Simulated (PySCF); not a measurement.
**Nuclear quadrupole coupling in 3-amino-1-propanol**

Species: 3-amino-1-propanol, C3H9NO.
SMILES with atom numbers: `[NH2:1][CH2:2][CH2:3][CH2:4][OH:5]` (hydrogens: H6, H7 on N1; H8, H9 on C2; H10, H11 on C3; H12, H13 on C4; H14 on O5)

Geometry (PBE0-D3(BJ)/def2-TZVP, Å), atoms numbered from 1 in this order:
```xyz
14
C3H9NO angstrom
N      0.721    1.081   -0.975
C      0.886   -0.325   -0.599
C      0.198   -0.623    0.724
C     -1.302   -0.380    0.692
O     -1.641    0.973    0.520
H      1.278    1.675   -0.372
H      1.033    1.242   -1.924
H      1.940   -0.632   -0.546
H      0.420   -0.930   -1.384
H      0.645   -0.015    1.520
H      0.386   -1.671    0.983
H     -1.745   -1.003   -0.104
H     -1.748   -0.706    1.636
H     -1.053    1.302   -0.182
```

Field gradients from the PBE0/pcSseg-2 density (PySCF, non-relativistic), principal values in atomic units, ordered |Vxx| ≤ |Vyy| ≤ |Vzz|:

```csv
atom,Vxx,Vyy,Vzz
N1,0.4299,0.5724,-1.0023
O5,0.0152,1.7240,-1.7393
```

Task: Find the asymmetry η = (Vxx − Vyy)/Vzz and the couplings χ = eQV/h (234.96 MHz × Q in barn × V in au), with Q(14N) = 0.02044 b, Q(17O) = −0.0256 b.

Result: 
```
atom             environment  nucleus     η  χzz (MHz)  χxx (MHz)  χyy (MHz)
  N1  primary amine nitrogen      14N  0.14     -4.814      2.065      2.749
  O5          alcohol oxygen      17O  0.98      10.46      -0.09     -10.37
```

At O5 η is above 0.9: Vyy and Vzz are nearly equal in size and opposite in sign, so a small change could swap them and flip the sign of χzz. The tensor is traceless: Vxx + Vyy + Vzz = 0.

Task: What is Vzz at N1 in SI units (1 au = 9.71736 × 10²¹ V/m²)?

Result: -1.0023 au = -9.740 × 10²¹ V/m².

Task: What couplings would deuterons (Q(2H) = 0.00286 b) have in place of the hydrogens, at this geometry?

Result: 
```tsv
atom	bonded to	bond length (Å)	Vzz (au)	η	χzz (kHz)
H6	N1	1.013	0.3824	0.14	257
H7	N1	1.012	0.3875	0.15	260
H8	C2	1.099	0.2686	0.05	180
H9	C2	1.095	0.2740	0.05	184
H10	C3	1.097	0.2763	0.03	186
H11	C3	1.096	0.2791	0.02	188
H12	C4	1.103	0.2628	0.05	177
H13	C4	1.094	0.2758	0.06	185
H14	O5	0.973	0.3755	0.16	252
```

Geometry: PBE0-D3(BJ)/def2-TZVP, one conformer, isolated molecule.
